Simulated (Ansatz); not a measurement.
Co, hcp: geometry optimisation

The calculation used Ansatz, DFT, RPBE, plane waves (420 eV) with PAW, scalar-relativistic. (PAW data from PBE, frozen cores regenerated.)

k-point mesh 14×14×8, Fermi-Dirac smearing 0.05 eV, starting moments 1.70, -1.70 μB. Cell and atoms relax.

Starting structure:

```
Co
1.0
     2.50710    0.00000    0.00000
    -1.25355    2.17121    0.00000
     0.00000    0.00000    4.06860
Co
2
Direct
  0.33333 0.66667 0.25000
  0.66667 0.33333 0.75000
```

Problem. What cell does the relaxation end in?

Solution. P6_3/mmc (spin ignored) with a = 2.519 Å, c = 4.069 Å (c/a = 1.615); 11.18 Å³ per atom against 11.07 at the start (1.0 %).

Problem. How much energy does the relaxation gain?

Solution. 0.8 meV per atom.

Problem. Which magnetic state does it end in?

Solution. ferromagnetic, net 1.66 μB per atom; moments -1.74 ×2 μB.
